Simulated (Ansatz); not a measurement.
# SiH2 (triplet): from Hartree-Fock to the top rungs at distance H1–H2 along a hydrogen transfer = 0.908 Å, cc-pVTZ

Aim: climb from Hartree-Fock through coupled cluster and multireference methods for SiH2 (triplet) at one geometry and basis, and see what each rung misses.

Program: Ansatz 0.2.0, Gaussian basis. Level of theory: cc-pVTZ, core rule «outside noble gas», up to 5 orbitals frozen. These are calculated values, not measurements.

To be run: UHF; CCSD(T) on ROHF; CCSD(T) on UHF; BCCD(T) on ROHF; CISD; CCSDT(Q) on ROHF; CCSDT(Q) on UHF; CASSCF and MRCISD+Q, 4 electrons in 4 orbitals; CASSCF and NEVPT2, 4 electrons in 4 orbitals; CASSCF and MRCISD+Q, 6 electrons in 6 orbitals; CASSCF and MRCISD+Q(relaxed), 6 electrons in 6 orbitals; CASSCF and NEVPT2, 6 electrons in 6 orbitals; Full CI.

### Step 1. The system

The geometry derives from fragments relaxed apart (PBE0/def2-TZVP) and kept rigid, so it is no stationary point. A hydrogen atom is moved between rigid fragments.

3 atoms, charge 0, spin multiplicity 3.

Atoms are counted from 1 here; the program's logs count them from 0.

No contacts short enough for the rule that draws bonds.

Geometry (Å):

```
H     0.0000    0.0000   -1.2213
H     0.0000    0.0000   -0.3133
Si    0.0000    0.0000    1.5347
```

### Step 2. UHF

Input file in.yaml:

```yaml
crystal:
  periodic: [false, false, false]
  atoms:
    - {symbol: H, position_ang: [0.000000, 0.000000, -1.221333]}
    - {symbol: H, position_ang: [0.000000, 0.000000, -0.313333]}
    - {symbol: Si, position_ang: [0.000000, 0.000000, 1.534667]}
basis:
  gaussian: {orbitals: cc-pVTZ}
magnetization: {spin_polarized: true, initial_magnetization: 2}
hamiltonian: {xc: hf}
output: {orbitals: {seedname: orbitals}}
```

Command:

```
> ansatz run in.yaml --threads 1 --pin off --events-out ev --progress --plain --max-ram 2880MiB --backend cpu
```

The runs that follow: CCSD(T) on ROHF; CCSD(T) on UHF; BCCD(T) on ROHF; CISD; CCSDT(Q) on ROHF; CCSDT(Q) on UHF; CASSCF and MRCISD+Q, 4 electrons in 4 orbitals; CASSCF and NEVPT2, 4 electrons in 4 orbitals; CASSCF and MRCISD+Q, 6 electrons in 6 orbitals; CASSCF and MRCISD+Q(relaxed), 6 electrons in 6 orbitals; CASSCF and NEVPT2, 6 electrons in 6 orbitals; Full CI.

Before running them: what should the planned runs give, taken together? Wanted: FCI below the RHF energy; RMP2 from FCI; UMP2 from FCI; RCCSD from FCI; RCCSD(T) from FCI; UCCSD(T) from FCI; RCCSDT(Q) from FCI; UCCSDT(Q) from FCI; NEVPT2 pair from FCI.

**Answer**, as computed:

| quantity | value |
| --- | --- |
| FCI below the RHF energy | -3.6248 eV |
| RMP2 from FCI | +842.1 meV |
| UMP2 from FCI | +848.6 meV |
| RCCSD from FCI | +139.0 meV |
| RCCSD(T) from FCI | +30.3 meV |
| UCCSD(T) from FCI | +29.1 meV |
| RCCSDT(Q) from FCI | +0.6 meV |
| UCCSDT(Q) from FCI | -0.7 meV |
| NEVPT2 pair from FCI | +805.4 meV |
| MRCISD+Q pair from FCI | -15.0 meV |
| NEVPT2 valence from FCI | +693.9 meV |
| levels within 1 kcal/mol (43 meV) | RCCSD(T), UCCSD(T), BCCD(T), RCCSDT, UCCSDT, RCCSDT(Q), UCCSDT(Q), MRCISD+Q pair, MRCISD+Q valence, MRCISD+Q(relaxed) valence |
| T1 diagnostic | 0.023 |
| effectively unpaired electrons | 2.07 |

What this shows: RCCSD(T) misses by +30.3 meV, 0.8 % of the correlation energy. MRCISD+Q pair, MRCISD+Q(relaxed) valence fall below full CI: the +Q correction isn't variational, and the cores differ from full CI's. One determinant dominates. Of the multireference levels listed MRCISD+Q pair comes nearest in total energy (-15.0 meV), which doesn't show that its space is the better one. These misses are within one basis, not against nature; the frozen cores of restricted and unrestricted runs differ, which can shift their rows.
